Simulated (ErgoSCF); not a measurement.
**USVWN3(Ergo)/4-31G run of NH+ (SMILES [NH+])**

Aim: the vertical ionisation energy of NH+ at USVWN3(Ergo)/4-31G, from 2 runs. 

The results are computed with ErgoSCF 3.8.

13 further runs of the same task are left out: 7 that didn't finish, 6 set aside as unsound or not needed.

## Step 1: The structure to begin with

The species is NH+ (2 atoms), meant as a doublet with charge +1. As SMILES, `[NH+]`. The coordinates come from a GFN2-xTB relaxation.

Bond lengths: N1–H2 1.093 Å.

## Step 2: The energy at USVWN3(Ergo)/4-31G

The input, input.xyz:

```xyz
2
HN
N      0.000000     0.000000     0.000000
H      0.000000     0.000000     1.092650
```

The input, input.ego:

```
set_nthreads(1)
molecule "input.xyz"
spin_polarization = 1
XC.type = "Turbo"
scf.max_number_of_iterations = 150
basis = "4-31G"
scf.use_diagonalization = 1
scf.output_mulliken_pop = 1
tmpdir = "."
charge = 1
run "SVWN3"
```

Command:

```console
$ ergo input.ego
```

Log:

```text
[...]
INDF Weighted mixed functional:
[...]
INSC Energy   1 =        -31.56657677727
[...]
INDE E_LUMO =         -0.71986510199
[...]
INSC Energy  34 =        -54.29298853842  ( diff     -0.000000000037879 )
[...]
RESC CONVERGED after  34 iterations.
RESC FINAL ENERGY:        -54.29298853842
RESC FINAL <S2> =          0.75133022360
[...]
INSC SCF: dipole_moment_x [atomic units] =      -0.00000000
INSC SCF: dipole_moment_y [atomic units] =      -0.00000004
INSC SCF: dipole_moment_z [atomic units] =       1.05410014
[...]
```

Wall time 0.68 s (1 thread of Intel Xeon 6975P-C (Granite Rapids), shared host); peak memory 0.26 GiB.

## Step 3: Singlet [NH]2+

The input, geom.xyz:

```xyz
2

N      0.000000     0.000000     0.000000
H      0.000000     0.000000     1.092650
```

The input, run.inp:

```
# single point, HN
set_nthreads("env")
scf.output_mulliken_pop = 1
scf.use_diagonalization = 1
scf.max_number_of_iterations = 150
charge = 2
tmpdir = "."
XC.type = "Turbo"
basis = "4-31G"
scf.force_unrestricted = 1
molecule "geom.xyz"
run "SVWN3"
```

Command:

```console
$ ergo < run.inp
```

Log:

```text
[...]
INDF Weighted mixed functional:
[...]
INSC Energy   1 =        -28.28779562016
[...]
INDE E_LUMO =         -1.28623880220
[...]
INSC Energy   8 =        -53.26930659345  ( diff     -0.000000000005386 )
[...]
RESC CONVERGED after   8 iterations.
RESC FINAL ENERGY:        -53.26930659345
RESC FINAL <S2> =          0.00000000000
[...]
INSC SCF: dipole_moment_x [atomic units] =      -0.00000000
INSC SCF: dipole_moment_y [atomic units] =      -0.00000000
INSC SCF: dipole_moment_z [atomic units] =       1.35770535
[...]
```

It took 0.38 s on 1 thread of Intel Xeon 6975P-C (Granite Rapids), shared host; peak memory 0.26 GiB.

## Step 4: Results

At USVWN3(Ergo)/4-31G:

| quantity | value |
| --- | --- |
| doublet NH+: total energy | -54.29299 Eh |
| doublet NH+: ⟨S²⟩ | 0.751 |
| singlet [NH]2+: total energy | -53.26931 Eh |
| vertical ionisation energy (to the singlet dication) | 27.856 eV |

The vertical ionisation energy comes to 27.86 eV (642 kcal/mol). Only the singlet of the ionised species was computed; a triplet could lie lower.
